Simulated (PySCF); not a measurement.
## Potential energy of NaH along the bond

Set-up: Na pcseg-2, H pcseg-2; no relativity (PySCF 2.14). Energies in eV from Na + H in their ground configurations at the same level. State: ¹Σ⁺ (singlet), closed shell.

Curves on a restricted Hartree–Fock reference rise too fast on stretching and do not dissociate correctly.

| R (Å) | M06-L | RHF-CCSD |
| --- | --- | --- |
| 1.627 | -1.937 |  |
| 1.703 | -2.070 | -1.733 |
| 1.778 | -2.150 | -1.807 |
| 1.835 | -2.182 | -1.837 |
| 1.892 | -2.195 | -1.850 |
| 1.949 | -2.191 | -1.848 |
| 2.024 | -2.165 | -1.824 |
| 2.119 | -2.108 | -1.770 |
| 2.233 | -2.012 | -1.676 |
| 2.384 | -1.855 |  |

Q: Put a parabola through the three lowest points of the M06-L curve and estimate Re, k and ωe (reduced mass 0.9655 u; 1 eV/Å² = 0.16022 mdyn/Å; ωe = 1302.8·√(k/μ) cm⁻¹).

A: Through R = 1.835, 1.892, 1.949 Å the second-order coefficient is 2.62 eV/Å², so Re ≈ 1.907 Å, k ≈ 0.838 mdyn/Å and ωe ≈ 1214 cm⁻¹. A polynomial fit of higher order to the unrounded M06-L energies gives Re = 1.905 Å, k = 0.774 mdyn/Å, ωe = 1166 cm⁻¹; anharmonicity and rounding make the difference.

The higher-order fit for each curve: M06-L: Re = 1.905 Å, ωe = 1166 cm⁻¹, De = 2.19 eV; RHF-CCSD: Re = 1.910 Å, ωe = 1124 cm⁻¹, De = 1.85 eV.

Correlated steps freeze 1 core orbital. Where the molecule has an RHF reference, its open-shell atoms are computed with UHF.
